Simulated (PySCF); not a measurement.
Computed χzz against gas-phase spectroscopy

Values to reproduce (atoms as numbered below): 14N at N4: χzz = 0.167 MHz [1].
[1] measured, gas; W. C. Bailey, Calculation of NQCC in Gaseous State Molecules (compilation of microwave values)

Compound: protonated cyanoacetylene cation, C3H2N (charge +1).
SMILES with atom numbers: `[CH:1]#[C:2][C:3]#[NH+:4]` (hydrogens: H5 on C1; H6 on N4)

**Question.** What do the calculations give?

**Answer.** PySCF, non-relativistic, all at one geometry, with Q(14N) = 0.02044 b:

```
              level  functions  14N N4 (MHz)  computed/reference − 1 (%)
      B3LYP/6-31G-J         56         1.328                      +695.1
        B3LYP/pcJ-0         58         1.133                      +578.3
       B3LYP/6-31G*         60         1.034                      +519.3
        B3LYP/pcJ-1        128         0.636                      +280.9
    B3LYP/def2-TZVP        136         0.275                       +64.9
      B3LYP/cc-pVTZ        148         0.209                       +25.3
B3LYP/aug-cc-pVTZ-J        224         0.325                       +94.8
        B3LYP/pcJ-2        252         0.348                      +108.1
        B97-2/pcJ-1        128         0.795                      +376.0
    BHandHLYP/pcJ-1        128         0.487                      +191.9
    CAM-B3LYP/pcJ-1        128         0.589                      +252.6
          KT2/pcJ-1        128         0.820                      +390.9
          LDA/pcJ-1        128         0.581                      +248.1
          PBE/pcJ-1        128         0.804                      +381.2
      PBE0/pcSseg-1         78         0.497                      +197.3
         PBE0/pcJ-1        128         0.667                      +299.4
```

Closest here is B3LYP/cc-pVTZ (25.3 % unsigned error), furthest B3LYP/6-31G-J (695.1 %); one molecule doesn't rank methods. Computed values are for fixed nuclei, while measured ones can include vibrational averaging. Geometry: PBE0-D3(BJ)/def2-SVP; no solvent, vibrations or thermal averaging.
